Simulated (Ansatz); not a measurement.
A made-up structure of LiNH3 (charge +1), singlet:

```xyz
5
angstrom
Li -1.2288 -0.7428 0.3035
N 0.0987 0.0597 -0.0244
H 0.7967 -0.1213 0.7532
H 0.4751 -0.2866 -0.9533
H -0.1417 1.0910 -0.0790
```

It is relaxed with PBE-D4/def2-SVP and then PBE0-D4/def2-TZVP (Ansatz 0.2.0). Atoms count as bonded within 1.22 times the sum of their covalent radii (H–H: 0.88 Å). The end point is not checked to be a true minimum.

Task: Does its bonding change? (Judge from chemistry; the calculation decides.)

Result: By the calculation: No: no bond forms or breaks.

Where it ends: The first stage lowers the energy by 0.92 eV in 7 steps. It ends as LiNH₃ ([Li][NH3]), total charge +1:
```
5
angstrom
Li -1.5170 -0.9170 0.3747
N 0.1219 0.0737 -0.0301
H 0.8539 -0.0421 0.6687
H 0.5562 -0.1951 -0.9114
H -0.0150 1.0805 -0.1019
```

Labels in which every atom is bracketed show which atoms are joined, not bond orders.

For scale, one of the runs: PBE0-D4/def2-TZVP relaxation, 63 basis functions, launched by `ansatz run in.yaml --threads 2 --pin off --events-out ev --progress --plain --max-ram 4352MiB`. Hardware: 2 CPU threads of an Arm Neoverse V2, shared host. Wall time about 2.8 s.
